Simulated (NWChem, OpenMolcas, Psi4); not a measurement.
**Exact exchange and the electronic atomisation energy of C3H3 (propargyl radical)**

The species is C3H3 (6 atoms), meant as a doublet with charge 0. SMILES: `[CH]=C=C`. The coordinates come from a PBE0-D4/def2-TZVP relaxation.

The electronic atomisation energy y, in eV, basis def2-SVPD; a is the functional's share of exact exchange. Programs: NWChem 7.3.0, OpenMolcas 26.06, Psi4 1.11.

| functional | program | a | y (eV) |
| --- | --- | --- | --- |
| UPBE | Psi4 | 0 | 27.48 |
| U-r2SCAN | Psi4 | 0 | 26.76 |
| UB3LYP | NWChem | 0.2 | ? |
| UPBE0 | Psi4 | 0.25 | 26.87 |
| UBHLYP | OpenMolcas | 0.5 | 25.70 |

Question: Fit y = c + s·a to the known rows and predict UB3LYP.

Answer: 
1. Means of the 4 rows: a = 0.1875, y = 26.703.
2. Σ(Δa)² = 0.17188, Σ(Δa·Δy) = -0.45938, so the slope is -0.45938/0.17188 = -2.6727.
3. Intercept: 26.703 − (-2.6727) × 0.1875 = 27.204. The largest residual of the fit is 0.44.
4. UB3LYP: 27.204 + (-2.6727) × 0.2 = 26.67 eV.

The run gave 26.56 eV, so the prediction is off by +0.11 eV, within the largest residual. The rows mix families of semi-local functionals, which the line can't see.
